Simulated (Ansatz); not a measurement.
This script drives Ansatz 0.2.0, Python API.

The script, `h6osi2.py`:
```python
from dataclasses import dataclass

import ansatz
from ase import Atoms


@dataclass(frozen=True)
class Settings:
    basis_set: str = "def2-SVP"
    xc: str = "B3LYP"
    dispersion: str = "d4"
    fmax: float = 0.02


settings = Settings()

atoms = Atoms(["O", "Si", "Si", "H", "H", "H", "H", "H", "H"], positions=[
    (-1.6342, 0.8842, -0.6583),
    (-0.0534, 0.8732, -0.3636),
    (0.528, -1.0502, 0.7551),
    (-1.8855, 0.6656, -1.5626),
    (0.6371, 0.9241, -1.6961),
    (0.323, 2.0993, 0.4142),
    (2.061, -1.0895, 0.9834),
    (0.2141, -2.2364, -0.0292),
    (-0.1015, -1.1167, 2.14),
])

first = (
    ansatz.Crystal.molecule_from_ase(atoms).calculation()
    .basis(gaussian=settings.basis_set)
    .functional(settings.xc, dispersion=settings.dispersion)
    .relax(force_tolerance=settings.fmax, max_steps=80)
)
atoms.positions = first.run().report["positions_ang"]

rows = []
for angle in [90, 100, 110, 120, 135, 150, 165, 179]:
    bent = atoms.copy()
    bent.set_angle(1, 0, 3, angle, indices=[3])
    model = (
        ansatz.Crystal.molecule_from_ase(bent).calculation()
        .basis(gaussian=settings.basis_set)
        .functional(settings.xc, dispersion=settings.dispersion)
    )
    rows.append((angle, model.run().report["free_energy_ev"]))
floor = min(e for _, e in rows)
for angle, e in rows:
    print(f"angle Si1-O0-H3 = {angle:3d} deg   {1000 * (e - floor):9.1f} meV")
```

It is started by `python h6osi2.py`. Estimate its wall time and peak memory on 1 thread of Arm Neoverse V2 (shared host).

It took about 47 s, with a peak of 0.23 GiB, for 9 runs of the engine.

```console
$ python h6osi2.py
angle Si1-O0-H3 =  90 deg       325.5 meV
angle Si1-O0-H3 = 100 deg       113.6 meV
angle Si1-O0-H3 = 110 deg        14.7 meV
angle Si1-O0-H3 = 120 deg         0.0 meV
angle Si1-O0-H3 = 135 deg        80.1 meV
angle Si1-O0-H3 = 150 deg       214.4 meV
angle Si1-O0-H3 = 165 deg       335.2 meV
angle Si1-O0-H3 = 179 deg       390.6 meV
```

The scan is rigid, and the energies are electronic, in a modest basis. The zero is the lowest point of the grid, which needn't be the minimum. b3lyp holds the VWN-RPA fit, as in Gaussian; the form of ORCA and Turbomole is b3lyp5.

(Lines on the test bed's own set-up are left out of the output.)
